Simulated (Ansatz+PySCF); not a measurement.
**singlet CH₂O₂: levels of theory in one basis**

```xyz
5

C     0.0098   -0.4075   -0.0961
O     0.0041   -0.3711    1.0977
O    -0.0024    0.6541   -0.9103
H    -0.0078   -1.3363   -0.6938
H    -0.0063    1.4500   -0.3355
```

Basis set: def2-SVP (spherical functions). Left uncorrelated: 3 orbitals. Charge 0, multiplicity 1.

Computed with Ansatz (development build ahead of 0.2.0); each method stands on the lowest determinant of its kind that the runs found.

```tsv
method	E − E(RHF) (eV)	<S²> of the determinant
RHF	0.00	0.00
RHF-CCSD	-13.89	–
RHF-CCSD(T)	-14.29	–
```

(1) What does RHF-MP2 give on the same scale?

(2) Is a single determinant a sound starting point here?

Answers

(1) -13.54 eV.

(2) By this sign, yes. Unrestricted orbitals gain 0.00 eV and <S²> is 0.00 against 0.00 for a pure state.
